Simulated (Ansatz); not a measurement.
Reaction: C2H3O2 (SMILES [CH2]OC=O, doublet) → C2H3O2 (SMILES [CH2]C(=O)O, doublet)
Each species at its own B3LYP-D3(BJ)/def2-TZVP minimum (Ansatz, a quantum-chemistry and plane-wave program), one conformer.

Total energies in hartree (Ansatz). Radicals and triplets start from unrestricted determinants; spin-orbit coupling is neglected. Cores are frozen in correlated methods. No relativity. The UHF reference of C2H3O2 ([CH2]C(=O)O, doublet) is spin-contaminated (<S^2> up to 0.06 over the pure value in the sets run).

```tsv
species	HF/cc-pVTZ	CCSD(T)/cc-pVTZ	HF/cc-pVQZ	CCSD(T)/cc-pVQZ	CCSD(T)/cc-pVDZ	CCSDT(Q)/cc-pVDZ
1: C2H3O2 (SMILES C(=O)O[CH2], doublet)	-227.24307	-228.05632	-227.26014	-228.12608	-227.82669	-227.82939
2: C2H3O2 (SMILES O=C([CH2])O, doublet)	-227.27534	-228.08525	-227.29235	-228.15561	-227.85522	-227.85810
```

### Question
Work out the isomerisation energy (electronic) in kcal/mol: take Hartree-Fock from cc-pVQZ, extrapolate the CCSD(T) correlation energy as X^-3 (X = 3, 4), and add CCSDT(Q) - CCSD(T) in cc-pVDZ. 1 hartree = 627.51 kcal/mol.

### Answer

Species 1: correlation (64·(-0.86594) - 27·(-0.81325))/37 = -0.90439; step -0.00270; E1 = -227.26014 + (-0.90439) + (-0.00270) = -228.16723
Species 2: correlation (64·(-0.86326) - 27·(-0.80991))/37 = -0.90219; step -0.00288; E2 = -227.29235 + (-0.90219) + (-0.00288) = -228.19742
-1·E1 +1·E2 = -0.03019 hartree = -18.9 kcal/mol.
